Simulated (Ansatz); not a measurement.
# P5: the cost of one run

Computed with Ansatz 0.2.0 (the levels named in each step, unless a step's input says otherwise).

### Step 1. The structure to begin with

Bond lengths: P1–P2 2.109 Å, P2–P3 2.109 Å, P3–P4 2.109 Å, P1–P5 2.109 Å, P4–P5 2.109 Å. Angles: P1–P2–P3 108.0°, P2–P1–P5 108.0°, P2–P3–P4 108.0°, P3–P4–P5 108.0°, P1–P5–P4 108.0°.

As a file:

```xyz
5

P     0.6796   -1.6604    0.0222
P     1.7821    0.1324    0.1603
P     0.4219    1.7422    0.0765
P    -1.5213    0.9444   -0.1134
P    -1.3620   -1.1587   -0.1464
```

### Step 2. A rough first relaxation, PBE-D4/def2-SVPD

input.yaml reads:

```yaml
crystal:
  periodic: [false, false, false]
  atoms:
    - { symbol: P, position_ang: [0.67956, -1.66038, 0.02225] }
    - { symbol: P, position_ang: [1.78212, 0.13241, 0.16027] }
    - { symbol: P, position_ang: [0.42188, 1.74222, 0.07645] }
    - { symbol: P, position_ang: [-1.52135, 0.94435, -0.11336] }
    - { symbol: P, position_ang: [-1.36203, -1.15871, -0.14635] }
total_charge: -1
basis:
  gaussian: { orbitals: def2-SVPD }
hamiltonian:
  xc: pbe
  dispersion: d4
relax:
  f_tol: 0.03
  max_steps: 200
```

On the command line:

```
$ ansatz run input.yaml --threads 4 --pin off --max-ram 10240MiB --backend cpu --events-out ev --progress --plain --runs-dir out
```

**Question.** How long does this run take on 4 threads of Intel Xeon at 2.70GHz, shared host, and how much memory does it need?

About 6.9 s, with a peak of 0.19 GiB.
